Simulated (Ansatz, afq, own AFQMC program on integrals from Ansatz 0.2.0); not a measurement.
SiGeH3, doublet in cc-pVDZ, levels against AFQMC with the constraint released

```xyz
5

Si    0.0000   -0.2669    1.6564
Ge    0.0000   -0.3668   -3.4046
H     0.0000    0.9008    2.5855
H     0.0000   -1.4943    2.5041
H     0.0000    1.2272   -3.3414
```

Connectivity, by distances: SiH2 ··· GeH.

Basis cc-pVDZ. Noble-gas cores (and the filled d shells of Ga–Kr and In–Xe) are frozen. AFQMC by an in-house program on the Cholesky factors that Ansatz 0.2.0 writes for its CCSD(T) run. The CISD trial takes its coefficients from CCSD amplitudes. Released means that phaseless walkers are propagated on without the constraint, phases kept. ± is one standard error of the sampling. No spin–orbit coupling.

Determinant: ROHF, the one that the program's search chose, which needn't be the lowest solution. The geometry is a point of a scan.

No full CI on the walks' own integrals is used here. The released AFQMC energy serves as the reference, which it does only where one determinant dominates, the energy is flat over the last release times and near the phaseless one (40 meV or 2 meV an electron, half that with transition metals). On small molecules, where full CI could be run and the noise was under 10 meV, such values lay within 10 meV of it in 19 cases of 20, a flattering rate, since the rule was set on those same cases; what remains of the bias isn't in the error bar.

Cautions: no relativity below Rb; no spin-orbit coupling; inner d shell frozen; higher spins were not checked; a spin-contaminated unrestricted determinant lies lower (UHF 281 meV lower, ⟨S²⟩ 1.29); the released value is read at 2.40 1/Eh with a noise of 21 meV, more than in the cases checked (meV from the phaseless value at times in 1/Eh: 1 ± 14 at 0.24, -9 ± 13 at 0.51, -29 ± 13 at 0.99, -12 ± 16 at 1.62, -25 ± 21 at 2.40).

* T1 diagnostic: 0.0163
* weight of the determinant in the CISD state: 0.852
* size of the correlated space: 11 electrons in 41 orbitals

```tsv
level	correlation energy (eV)
MP2	-4.1377
CCSD	-5.4876
CCSD(T)	-5.5892
```

Q: Estimate where AFQMC with the constraint released lies against CCSD(T) on the same integrals.

A: 0.96 ± 0.48 kcal/mol below CCSD(T). The gap is under twice the noise, so this walk alone can't tell the two apart.

Reference: AFQMC with the constraint released, correlation energy -5.631 ± 0.021 eV.

| level | E − E(reference) (kcal/mol) | share of correlation (%) |
| --- | --- | --- |
| CCSD(T) | 0.96 ± 0.48 | 99.26 |
| ph-AFQMC/HF | 0.17 ± 1.56 | 99.87 |
| ph-AFQMC/CISD | 0.57 ± 0.54 | 99.56 |

A walk keeps the symmetry of its determinant, which the program's search chose and which needn't be the lowest solution, so a lower state of the same spin and another symmetry isn't excluded. Released energies are given only where the last usable release times agree within the noise; a slower fall can still hide under it.
